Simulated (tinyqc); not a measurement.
Worked calculation: extended Hueckel theory, for CH4. One step of it, computed by the program tinyqc.

Question. Mulliken analysis. P = C n C^T; charge = valence electrons (C 4, H 1) minus the sum of (P S)_ii on the atom; overlap population = 2 sum P_ij S_ij between two atoms.

coefficients, order 1C 2s, 1C 2px, 1C 2py, 1C 2pz, 2H 1s, 3H 1s, 4H 1s, 5H 1s:
```
[[0.621338, 0.000000, 0.000000, 0.000000, 0.000000, 0.000000, 0.000000, 1.761949],
 [0.000000, 0.329017, -0.397524, 0.180520, -0.411319, 0.625683, 0.913188, 0.000000],
 [0.000000, -0.064380, 0.179395, 0.512385, 0.753269, 0.872059, -0.258215, 0.000000],
 [0.000000, -0.431820, -0.329632, 0.061153, 0.811158, -0.492554, 0.702843, 0.000000],
 [0.170774, -0.093396, -0.306006, 0.421252, -0.628772, -0.548113, -0.740396, -0.743499],
 [0.170774, 0.461005, -0.138146, -0.219558, 1.077343, -0.134237, -0.255498, -0.743499],
 [0.170774, 0.021465, 0.506442, 0.151232, -0.192720, -0.402927, 1.021997, -0.743499],
 [0.170774, -0.389074, -0.062291, -0.352927, -0.255852, 1.085277, -0.026103, -0.743499]]
```

occupations: [2.000000, 2.000000, 2.000000, 2.000000, 0.000000, 0.000000, 0.000000, 0.000000]

overlap S, order 1C 2s, 1C 2px, 1C 2py, 1C 2pz, 2H 1s, 3H 1s, 4H 1s, 5H 1s:
```
[[1.000000, 0.000000, 0.000000, 0.000000, 0.517179, 0.517179, 0.517179, 0.517179],
 [0.000000, 1.000000, 0.000000, 0.000000, 0.292108, 0.292108, -0.292108, -0.292108],
 [0.000000, 0.000000, 1.000000, 0.000000, 0.292108, -0.292108, 0.292108, -0.292108],
 [0.000000, 0.000000, 0.000000, 1.000000, 0.292108, -0.292108, -0.292108, 0.292108],
 [0.517179, 0.292108, 0.292108, 0.292108, 1.000000, 0.166495, 0.166495, 0.166495],
 [0.517179, 0.292108, -0.292108, -0.292108, 0.166495, 1.000000, 0.166495, 0.166495],
 [0.517179, -0.292108, 0.292108, -0.292108, 0.166495, 0.166495, 1.000000, 0.166495],
 [0.517179, -0.292108, -0.292108, 0.292108, 0.166495, 0.166495, 0.166495, 1.000000]]
```

Give: charges; Overlap populations.

Answer.

charges: [-0.175, 0.044, 0.044, 0.044, 0.044]

Overlap populations:
```
pair      value
2-1    0.804754
3-1    0.804754
3-2   -0.042695
4-1    0.804754
4-2   -0.042695
4-3   -0.042695
5-1    0.804754
5-2   -0.042695
5-3   -0.042695
5-4   -0.042695
```
